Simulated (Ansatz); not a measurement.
Basis-set extrapolation for CH₄SSi, SMILES `C[Si]S` (PBE0-D4/def2-TZVP geometry, frozen core, the Gaussian-basis code of Ansatz). Multiplicity 1, RHF reference.

```json
{"": "HF", "def2-TZVPP": "-726.692733", "def2-QZVPP": "-726.714511"}
{"": "MP2 correlation", "def2-TZVPP": "-0.459945", "def2-QZVPP": "-0.495069"}
{"": "CCSD(T) correlation", "def2-TZVPP": "-0.527131", "def2-QZVPP": "not run"}
```

Energies in hartree. Use E(X) = E(∞) + A·exp(−7.88·√X) for Hartree–Fock and E(X) = E(∞) + B·X^(−2.97) for correlation, with X = 3 and 4, and add CCSD(T) minus MP2 of the smaller set to the MP2 limit.

**Question.** What is the CCSD(T) energy at the basis-set limit?

**Answer.** HF limit: -726.714511 + (-0.021778) × 0.13774 = -726.71751. MP2 limit: -0.495069 + (-0.035124) × 0.74074 = -0.52109. Higher-order term: -0.527131 − (-0.459945) = -0.06719. Total: -727.30579 hartree, 53.9 kcal/mol below CCSD(T)/def2-TZVPP.
